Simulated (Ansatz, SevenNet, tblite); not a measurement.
## Wurtzite AlN, elastic constant C12

Reference value: 148 GPa (measured, temperature not stated, no zero-point or thermal correction; as tabulated in Oses et al. (2018), arXiv:1811.08464).

| level (code) | value (GPa) | cell (Å³/atom) | difference (%) |
|---|---|---|---|
| GFN1-xTB (tblite) | 69.3 | 12.96 | -53 |
| SevenNet-l3i5 | 139 | 10.63 | -6.1 |
| LDA (Ansatz) | 144 | 10.21 | -2.7 |
| PBE (Ansatz) | 127 | 10.65 | -14.2 |
| PBE-D3(BJ) (Ansatz) | 136 | 10.42 | -8.1 |
| r²SCAN+rVV10 (Ansatz) | 141 | 10.37 | -4.7 |
| HSE06 (Ansatz) | 141 | 10.37 | -4.7 |
| LC-ωPBE (Ansatz) | 150 | 10.27 | +1.4 |
| Hartree–Fock (Ansatz) | 141 | 10.34 | -4.7 |

The reference's temperature isn't stated, so close values are not ranked against it. Off by more than 25 %, or 35 % on the side where a correction would as a rule narrow the miss (bounds picked here): GFN1-xTB (-53 %).

The reference isn't brought to a static lattice, while the calculations are for one, so the differences are not the levels' errors alone.  GFN1-xTB: the method was fitted mainly to molecules. GFN1-xTB: the run uses a supercell at the zone centre in place of a k mesh. PBE-D3(BJ): the dispersion coefficients are held fixed in the derivatives. Each level is taken at its own relaxed cell. Cutoffs and k meshes differ between the levels. Ansatz's density-functional and Hartree–Fock values are scalar-relativistic unless marked +SOC, with PAW data made under PBE.

Machine-learned potentials (SevenNet-l3i5) are trained on DFT data: a solid inside that data is no test of them.

Differences are worked out from the printed values.

Ansatz is a quantum-chemistry and plane-wave program.
